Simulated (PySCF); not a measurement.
Molfile (atoms numbered from 1):
```
C3H3FO2
     RDKit          3D

  9  8  0  0  0  0  0  0  0  0999 V2000
    1.0867   -1.2691   -0.5632 O   0  0  0  0  0  0  0  0  0  0  0  0
    0.9123   -0.1871   -0.0577 C   0  0  0  0  0  0  0  0  0  0  0  0
    1.9215    0.5955    0.3467 O   0  0  0  0  0  0  0  0  0  0  0  0
   -0.3960    0.4404    0.1927 C   0  0  0  0  0  0  0  0  0  0  0  0
   -1.4980   -0.2255   -0.1562 C   0  0  0  0  0  0  0  0  0  0  0  0
   -2.7089    0.2560    0.0281 F   0  0  0  0  0  0  0  0  0  0  0  0
    2.7372    0.1102    0.1488 H   0  0  0  0  0  0  0  0  0  0  0  0
   -0.4454    1.4276    0.6544 H   0  0  0  0  0  0  0  0  0  0  0  0
   -1.4766   -1.2173   -0.6194 H   0  0  0  0  0  0  0  0  0  0  0  0
  1  2  2  0
  2  3  1  0
  2  4  1  0
  4  5  2  0
  5  6  1  0
  3  7  1  0
  4  8  1  0
  5  9  1  0
M  END
```

[PySCF: shielding tensors at B97-2/pcSseg-2 (GIAO); geometry from PBE0-D3(BJ)/def2-SVP; no relativistic terms; in vacuum; a single conformation]

Referencing at the same level of theory: TMS for $^{13}$C (183.46 ppm) and $^{1}$H (31.36 ppm); $^{17}$O (326.24 ppm) against H2O; $^{19}$F (177.41 ppm) against CFCl3.

| atoms | nucleus | count | δ (ppm) |
| --- | --- | --- | --- |
| H7 | $^{1}$H | 1 | ? |
| H9 | $^{1}$H | 1 | 7.96 |
| H8 | $^{1}$H | 1 | ? |
| F6 | $^{19}$F | 1 | -96.7 |
| C4 | $^{13}$C | 1 | 108.5 |
| O1 | $^{17}$O | 1 | ? |
| O3 | $^{17}$O | 1 | 206.2 |
| C5 | $^{13}$C | 1 | 178.1 |
| C2 | $^{13}$C | 1 | 171.1 |

Question: Fill in the missing shifts.

Answer: 
- H8: 5.86 ppm, hydrogen on an α carbon of a C=C–C=O unit; attached to an sp2 carbon and in the plane of the double bond
- H7: 5.68 ppm, hydrogen on an acid hydroxyl oxygen; labile proton, position sensitive to the medium
- O1: 373.8 ppm, carbonyl oxygen

Exchangeable OH/NH protons stand at their gas-phase positions; hydrogen bonding in a real sample shifts them, mostly to higher δ. Shifts are as computed. Against solution values, carbons near 30 ppm lie about +4 ppm off and those near 130 ppm about +7 ppm. Of 1211 compounds with measured shifts, 218 miss one by over three times the rms of a fit or turn the order of signals round; such compounds aren't used in these exercises. In solution the two oxygens of a carboxylic acid exchange roles by proton transfer and give one 17O line. Hydrogen bonding in solution shields acid and N–H amide carbonyl oxygens by tens of ppm. Hydrogen bonding in solution deshields acid and N–H amide carbonyl carbons by as much as 10 ppm beyond these values. Unscaled 19F shifts against computed CFCl3 carry errors that often reach 10 to 50 ppm. Unscaled 17O shifts of doubly bonded oxygen tend to come out too high, by tens of ppm or more. Experimental scales use liquid or dissolved standards, which lie at an offset from isolated H2O (liquid H2O: subtract about 36 ppm).
